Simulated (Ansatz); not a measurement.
Reaction: C2H4Cl2 (SMILES ClCCCl) → C2H4Cl (SMILES [CH2]CCl, doublet) + Cl (doublet) (the C-Cl bond breaks)
Each species at its own B3LYP-D3(BJ)/def2-TZVP minimum (Ansatz, a first-principles code), one conformer.

Property: bond dissociation energy (electronic), in kcal/mol. Radicals and triplets start from unrestricted determinants; spin-orbit coupling is neglected. CBS(X,Y): correlation extrapolated as X^-3, Hartree-Fock from the larger set. A bracket is a step between two methods taken in the basis named. The functionals are non-relativistic, so their misses hold any scalar relativity. Double hybrids freeze cores in their MP2 part. 'core' is core correlation in cc-pwCVTZ (1s frozen past Ne), 'X2C' scalar relativity in cc-pVTZ-DK, both at CCSD(T).

CCSD(T)/CBS(cc-pV(T+d)Z,cc-pV(Q+d)Z) + [CCSDT(Q) - CCSD(T)]/cc-pV(D+d)Z + core + X2C (Ansatz) gives 87.8 kcal/mol.

Question: What does PBE/def2-TZVPD (Ansatz) give here, and how do the other levels compare?

Answer: PBE gives 86.3 kcal/mol, 1.5 kcal/mol below it. Differences of the others: B3LYP/def2-TZVPD (Ansatz) -8.5; wB97M-V/def2-TZVPD (Ansatz) -0.2; B2PLYP/def2-TZVPD (Ansatz) -5.1; CCSD(T)/CBS(cc-pV(T+d)Z,cc-pV(Q+d)Z) + core + X2C (Ansatz) 0.0 kcal/mol. Nearer than PBE: wB97M-V/def2-TZVPD, CCSD(T)/CBS(cc-pV(T+d)Z,cc-pV(Q+d)Z) + core + X2C.
